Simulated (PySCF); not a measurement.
## BH + Cl₂ → BCl + HCl

Level: PBE0 in the def2-TZVP basis family, all electrons, no relativity, computed in PySCF with density fitting; open shells unrestricted.

| species | state and structure | E (Eh) | ZPE (kJ/mol) | H(298 K) − H(0) (kJ/mol) | S° (J/(mol K)) |
| --- | --- | --- | --- | --- | --- |
| BH | singlet, C∞v, B–H 1.241 Å | -25.24752 | 13.9 | 8.7 | 172.0 |
| Cl₂ | singlet, D∞h, Cl–Cl 1.982 Å | -920.08940 | 3.5 | 9.1 | 222.5 |
| BCl | singlet, C∞v, B–Cl 1.718 Å | -484.81148 | 5.0 | 8.9 | 213.2 |
| HCl | singlet, C∞v, H–Cl 1.279 Å | -460.66440 | 17.9 | 8.7 | 186.6 |

(1) What is the electronic reaction energy?

(2) Add zero-point, thermal and entropy terms for 298.15 K and 1 bar.

## Answers

(1) At PBE0/def2-TZVP, ΔE = -364.8 kJ/mol from the differences of the total energies times 2625.5, downhill. 

(2) ΔZPE = 5.5 and Δ[H(298) − H(0)] = -0.2 kJ/mol give ΔH° = -359.5 kJ/mol. ΔS° = 5.3 J/(mol K), so ΔG° = -359.5 − 298.15 × (0.0053) = -361 kJ/mol.

The structures come from searches over a few start shapes, so lower isomers are not excluded.
